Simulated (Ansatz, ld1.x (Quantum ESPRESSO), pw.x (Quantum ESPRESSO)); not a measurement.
**Sb: does the TM potential hold in the solid?**

| Item | Value |
| --- | --- |
| Element | antimony (Sb) |
| Generator | ld1.x (Quantum ESPRESSO) 7.5 |
| Type | norm-conserving Troullier–Martins (Kleinman–Bylander form) |
| Functional | LDA (PW92) |
| Relativity | scalar-relativistic |
| Frozen core | [Kr] |
| Valence charge | 15 |
| Reference configuration | 4d10 5s2 5p3 |
| Partial waves | 5p (bound): rc 2.55 bohr; 4d (bound): rc 1.65 bohr; 5s (bound): rc 1.95 bohr |
| Local potential | the s channel |
| Core correction | Bessel-smoothed model core, default radius (core density twice the valence density) |

Atomic tests: cutoffs needed: 90 Ry and 140 Ry (the cutoffs (Ry, on a coarse ladder) from which the occupation-weighted sum of valence levels, in a spherical-Bessel basis at the reference potential, stays within 10 and 1 mRy of its value at 400 Ry); ghost test: no extra level below or beside the all-electron valence levels (p, d, s, f tested) (spherical-Bessel basis up to 400 Ry, 20 bohr box); largest excitation error: -328 meV (all-electron minus pseudo) for 4d9 5s2 5p3, out of 7 test configurations.

Crystal test: bcc Sb in pw.x 7.5, no spin, 12³ k-points, Fermi–Dirac smearing 0.01 Ry, cutoffs 170/680 Ry. The reference is all-electron LAPW (Ansatz 0.2.0) with the same functional, mesh and smearing; V0 and B0 come from Birch–Murnaghan fits to the pressures at five volumes. Errors are pseudo minus all-electron; Δ is the rms difference of the E(V) curves that follow from these fits, minima aligned, over ±6 % about the mean V0. Mesh and smearing are coarse, so the numbers serve the comparison and aren't converged zero-temperature values; the lattice is a test structure that the element need not adopt.

| V (Å³/atom) | P all-electron (GPa) | P pseudo (GPa) |
| --- | --- | --- |
| 24.217 | 4.33 | 7.17 |
| 24.855 | 2.07 | 4.62 |
| 25.492 | 0.11 | 2.41 |
| 26.129 | -1.60 | 0.48 |
| 26.767 | -3.08 | -1.20 |

All-electron: a0 = 3.710 Å (V0 = 25.53 Å³/atom), B0 = 72.6 GPa.

Pseudopotential: mean pressure error (GPa): +2.33; a0 (Å): 3.747; a0 error (%): +1.00; B0 error (%): -1.4; Δ (meV/atom): 12.3. This is a poor potential for the solid.

**Question.** At the middle volume, how do free energy and pressure move when the wave cutoff is lowered (ecutrho kept at four times it)?

**Answer.**

| cutoff (Ry) | shift of F (meV/atom) | shift of P (GPa) |
| --- | --- | --- |
| 76 | +282.8 | -16.81 |
| 102 | +38.5 | -0.07 |
| 136 | +10.4 | -0.31 |

Input at the middle volume:

```
&control
  calculation='scf', prefix='x', pseudo_dir='./', outdir='./tmp', tstress=.true., disk_io='none'
/
&system
  ibrav=0, nat=1, ntyp=1, ecutwfc=170, ecutrho=680, nbnd=15,
  occupations='smearing', smearing='fd', degauss=0.01
/
&electrons
  conv_thr=1e-09, mixing_beta=0.4, electron_maxstep=70
/
ATOMIC_SPECIES
Sb 1.0 Sb.UPF
CELL_PARAMETERS angstrom
  -1.85402096 1.85402096 1.85402096
  1.85402096 -1.85402096 1.85402096
  1.85402096 1.85402096 -1.85402096
ATOMIC_POSITIONS crystal
Sb 0.0000 0.0000 0.0000
K_POINTS automatic
12 12 12 0 0 0
```

```bash
pw.x < Sb.scf.in > Sb.scf.out
```

Lines of the output:

```
Message from routine setup:
     using ibrav=0 with symmetry is DISCOURAGED, use correct ibrav instead
     lattice parameter (alat)  =       6.0684  a.u.
     unit-cell volume          =     172.0285 (a.u.)^3
     number of electrons       =        15.00
     number of Kohn-Sham states=           15
     kinetic-energy cutoff     =     170.0000  Ry
     charge density cutoff     =     680.0000  Ry
     scf convergence threshold =      1.0E-09
     Exchange-correlation= PW
     number of k points=    72  Fermi-Dirac smearing, width (Ry)=  0.0100
     iteration #  1     ecut=   170.00 Ry     beta= 0.40
     total energy              =    -203.02959314 Ry
     estimated scf accuracy    <       0.00192716 Ry
     iteration #  2     ecut=   170.00 Ry     beta= 0.40
     total energy              =    -203.02953262 Ry
     estimated scf accuracy    <       0.00043517 Ry
     iteration #  3     ecut=   170.00 Ry     beta= 0.40
     total energy              =    -203.02957740 Ry
     estimated scf accuracy    <       0.00002018 Ry
     iteration #  4     ecut=   170.00 Ry     beta= 0.40
     total energy              =    -203.02957837 Ry
     estimated scf accuracy    <       0.00000029 Ry
     iteration #  5     ecut=   170.00 Ry     beta= 0.40
     total energy              =    -203.02957837 Ry
     estimated scf accuracy    <       0.00000003 Ry
     iteration #  6     ecut=   170.00 Ry     beta= 0.40
     the Fermi energy is    12.6515 ev
!    total energy              =    -203.02957837 Ry
     estimated scf accuracy    <          2.4E-10 Ry
     smearing contrib. (-TS)   =      -0.00226990 Ry
     The total energy is F=E-TS. E is the sum of the following terms:
     one-electron contribution =     -60.05487204 Ry
     hartree contribution      =      39.77063742 Ry
     xc contribution           =     -65.88763482 Ry
     ewald contribution        =    -116.85543903 Ry
     convergence has been achieved in   6 iterations
          total   stress  (Ry/bohr**3)                   (kbar)     P=       24.13
     Message from routine punch:
     Nothing written, as per user request (disk_io='none')
```

The run at the middle volume (72 k-points, 6 iterations) took about 1.7 min on one core of a shared host (Neoverse-V1, 32 threads, 247 GiB, load 22).
